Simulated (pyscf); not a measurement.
A first-order saddle from PySCF, ωB97X-D3(BJ)/def2-SVP:

```xyz
12

C     -0.5258    -1.2442     0.1892
Si     1.0596    -0.6090     0.9071
Cl     1.6447     1.0543    -0.1942
H     -1.3429    -0.1981     0.1717
H     -0.4740    -1.5502    -0.8655
H     -1.0566    -1.9910     0.7980
H      2.1797    -1.5881     0.8440
H      0.8652    -0.1721     2.3163
C     -2.1506     0.8975     0.1302
H     -2.6063     0.9515     1.1267
H     -2.8661     0.6948    -0.6759
H     -1.4509     1.7134    -0.0872
```
Charge 0, spin multiplicity 2.

Surface: doublet, charge 0. Lowest wavenumbers (cm⁻¹): 1798i, 51, 60, 94, 209.

**Question.** What reaction is this the transition state of?

**Answer.** H₃C–SiH₂–Cl + CH₃• ⇌ •H₂C–SiH₂–Cl + CH₄, a hydrogen abstraction read from left to right: C–H broken and C–H formed. At ωB97M-D3(BJ)/def2-TZVP it lies +0.60 eV from the left side and +0.76 eV from the right (each side as separated species at their lowest minima found). The same reactants have a lower exit, to H₃C–SiH•–Cl + CH₄ (barrier +0.35 eV at ωB97M-D3(BJ)/def2-TZVP, against +0.60 eV here). •H₂C–SiH₂–Cl lies 0.48 eV over its isomer H₃C–SiH•–Cl (electronic energy, ωB97M-D3(BJ)/def2-TZVP). One saddle was located; it need not be the lowest between these sides. The angle at the transferred H is 178°.
